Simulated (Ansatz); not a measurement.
Working through a single point from an input written key by key of C4H5NO, SMILES C#CCC(N)=O

With Ansatz 0.2.0 through its Python package.

The script reads `c4h5no.yaml`:
```yaml
crystal:
  periodic: [false, false, false]
  atoms:
    - { symbol: C, position_ang: [1.9965, -0.8902, 0.9482] }
    - { symbol: C, position_ang: [1.212, -0.5792, 0.0934] }
    - { symbol: C, position_ang: [0.2582, -0.2029, -0.9641] }
    - { symbol: C, position_ang: [-0.819, 0.7496, -0.4791] }
    - { symbol: "N", position_ang: [-1.5089, 0.3688, 0.6382] }
    - { symbol: O, position_ang: [-1.1261, 1.778, -1.0752] }
    - { symbol: H, position_ang: [2.7009, -1.1635, 1.7006] }
    - { symbol: H, position_ang: [0.796, 0.283, -1.786] }
    - { symbol: H, position_ang: [-0.2347, -1.0923, -1.3716] }
    - { symbol: H, position_ang: [-2.1629, 1.0466, 1.0084] }
    - { symbol: H, position_ang: [-1.1121, -0.298, 1.2873] }
basis:
  gaussian: { orbitals: def2-SVP }
hamiltonian:
  xc: r2scan
output:
  forces: true
```

At the Python prompt:
```pycon
>>> import ansatz as az
>>> import numpy as np
>>> import pandas as pd
>>> session = az.Session.from_deck("c4h5no.yaml")
>>> r = session.plan(threads=1).execute().report
>>> for key in ("converged", "free_energy_ev", "reference_energy_ev", "n_frozen", "n_occupied", "n_virtual"):
...     print(f"{key:22s} {r[key]}")
...
converged              True
free_energy_ev         -7754.682870947471
reference_energy_ev    -7754.682870947471
n_frozen               0
n_occupied             [22, 22]
n_virtual              [87, 87]
>>> symbols = ["C", "C", "C", "C", "N", "O", "H", "H", "H", "H", "H"]
>>> forces = np.array(r["forces_ev_ang"])
>>> print("largest force", round(float(np.linalg.norm(forces, axis=1).max()), 4), "eV/A, rms", round(float(np.sqrt((forces ** 2).mean())), 4))
largest force 2.0141 eV/A, rms 0.577
>>> charges = r["charge_distribution"]
>>> table = pd.DataFrame({"atom": symbols, "mulliken": charges["mulliken_charges_e"], "lowdin": charges["lowdin_charges_e"]})
>>> table.round(3)
   atom  mulliken  lowdin
0     C    -0.455  -0.054
1     C     0.210  -0.079
2     C     0.085   0.022
3     C     0.068  -0.223
4     N    -0.151   0.192
5     O    -0.266  -0.008
6     H     0.043   0.029
7     H     0.080   0.039
8     H     0.092   0.042
9     H     0.150   0.022
10    H     0.144   0.016
>>> print("dipole (e A):", np.round(charges["dipole_moment_e_ang"], 4) + 0.0)
dipole (e A): [ 0.0327 -0.4895  0.4715]
```

Total energies depend on the basis set; only differences at equal settings carry meaning. The geometry is a force-field or estimated start, not a minimum of this method, and the basis set is short of its limit. The Löwdin charges here are taken after orthogonalising the functions within each atom; they differ from plain Löwdin charges, and their signs can be unphysical. Hardware and time: 5.4 s on 1 thread of Arm Neoverse V2, on a shared host, peak memory 0.25 GiB.
